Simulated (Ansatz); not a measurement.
A run of Ansatz (development build ahead of 0.2.0) on triplet CAlS(-) at this shape:

| atom | x (Å) | y (Å) | z (Å) |
| --- | --- | --- | --- |
| Al | 0.0000 | 0.0000 | 0.0000 |
| S | 0.0000 | 0.0000 | 2.2900 |
| C | 0.0000 | 0.0000 | -2.0100 |

Its results:

| Quantity | Value |
| --- | --- |
| Converged | yes |
| Total energy | -678.72729 hartree |
| Spin squared of the determinant | 2.000 |
| Stability test | minimum among restricted orbitals |

Question: Which input gives this output? Name the method, the orbitals and the basis set, and write the input.

Answer: B3LYP (restricted open-shell) in pcseg-2.

```yaml
crystal:
  periodic: [false, false, false]
  atoms:
    - { symbol: Al, position_ang: [0.0, 0.0, 0.0] }
    - { symbol: S, position_ang: [0.0, 0.0, 2.29] }
    - { symbol: C, position_ang: [0.0, 0.0, -2.01] }
basis:
  gaussian: { orbitals: pcseg-2 }
total_charge: -1
magnetization:
  initial_magnetization: 2
hamiltonian:
  xc: { name: B3LYP }
```

Caution: no diffuse functions for an anion; other spin multiplicities may lie lower.
